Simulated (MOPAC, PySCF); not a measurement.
Dissociation curve of SH, doublet.

Levels: PM7, unrestricted, heats of formation (MOPAC); UKS-BHandHLYP = unrestricted BHandHLYP/cc-pVTZ run with PySCF 2.14.0; UHF/3-21G = PySCF 2.14.0 with unrestricted Hartree-Fock/3-21G; UCCSD(T) = CCSD(T) on UHF/cc-pVTZ, 5 core orbitals frozen in PySCF 2.14.0.

Energies relative to the lowest point of each curve near equilibrium, in kJ/mol:

```tsv
R / Å	PM7	UKS-BHandHLYP	UHF/3-21G
1.02	162.1	242.8	266.1
1.08	97.9	141.2	157.6
1.15	46.7	65.2	75.9
1.22	16.2	22.4	28.9
1.26	6.3	9.0	13.4
1.32	0.0	0.2	1.7
1.35	0.2	0.0	0.0
1.40	4.6	4.4	1.8
1.43	9.4	9.4	5.2
1.47	18.0	18.4	11.7
1.55	41.3	42.1	30.3
1.65	78.5	78.8	59.6
```

Problem. What does UCCSD(T) give at the same points?

Solution. 1.02: 249.2; 1.08: 146.3; 1.15: 68.9; 1.22: 24.8; 1.26: 10.7; 1.32: 0.8; 1.35: 0.0; 1.40: 3.4; 1.43: 7.7; 1.47: 15.7; 1.55: 37.2; 1.65: 70.5 (kJ/mol).

The scan ran from 1.02 to 5.38 Å; beyond the distances shown one of the unrestricted levels run for this scan, shown here or not, changes its spin distribution in one step.
